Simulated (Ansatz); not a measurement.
## What a trial cell of Ni₃F₂ relaxes into

Theory: DFT PBE, scalar-relativistic, plane waves, PAW (Ansatz 0.2.0). Cutoff 420 eV, Γ-centred k mesh, Gaussian smearing, collinear spin, first started from parallel moments.

Ni₃F₂ was placed on the anti-A-type sesquioxide structure type (P-3m1, No. 164), with F in place of La, Ni in place of O, at a guessed volume.

```
CELL_PARAMETERS angstrom
3.31947 0.00000 0.00000
-1.65973 2.87474 0.00000
0.00000 0.00000 5.16456
ATOMIC_POSITIONS crystal
Ni 0.00000 0.00000 0.00000
Ni 0.33333 0.66667 0.64500
Ni 0.66667 0.33333 0.35500
F 0.33333 0.66667 0.24500
F 0.66667 0.33333 0.75500
```

Steps on the 6×6×4 mesh (5 atoms). 12 of 37 steps are shown, and the free energy counts from the last. Trial steps that were taken back and renewals of the plane-wave basis can be among the rows.

```
step  ΔF (meV/atom) V (Å³/atom) P (GPa) largest force component (eV/Å)
   1          869.2         9.86    35.14                           1.884
   4          511.4        12.13    -5.35                           0.957
   8          329.6        11.44     2.66                           0.165
  11          272.8        11.56     6.21                           0.011
  14          185.6        12.18     1.07                           0.038
  17          164.5        11.75    -0.22                           0.036
  21           53.8        11.78     0.27                           0.259
  24           39.2        10.84     4.11                           0.148
  27           12.1        11.29     1.46                           0.040
  30            5.3        11.76    -0.21                           0.035
  34            1.7        12.15     0.18                           0.022
  37            0.0        12.22     0.03                           0.002
```

A final relaxation ran on a 18×18×4 mesh. The relaxed crystal, P-3m1 (No. 164):

Space group P-3m1 (No. 164). a = 2.752 Å, b = 2.752 Å, c = 9.866 Å, α = 90.00°, β = 90.00°, γ = 120.00°
| atom | site | symmetry | x | y | z |
| --- | --- | --- | --- | --- | --- |
| Ni | 1a | -3m. | 0.0000 | 0.0000 | 0.0000 |
| Ni | 2d | 3m. | 0.3333 | 0.6667 | 0.5901 |
| F | 2d | 3m. | 0.3333 | 0.6667 | 0.1259 |

```yaml
Volume_per_atom: 12.9 Å³
Density: 5.5 g/cm³
Energy_over_the_elements: -0.50 eV/atom
Gap_on_the_18×18×4_mesh: 0 eV (a metal)
Net_moment_per_atom: 0.69 μB
Largest_site_moment: 1.52 μB
```

Energies over the elements count from the elements' standard structures at the same level (F₂ as a molecule), with no empirical corrections.

The final run used a 18×18×4 mesh on its 5-atom cell and 0.10 eV smearing. For metals, differences of a few meV/atom aren't resolved. No dispersion correction is applied, so the spacing between layers, chains or molecules is poorly fixed, and with it the volume and density.

A structure relaxed within its symmetry needn't be a true minimum.

Cost: 3 runs of about 8.1 core-minutes in all, on AMD EPYC 9R45 (Zen 5) (shared hosts).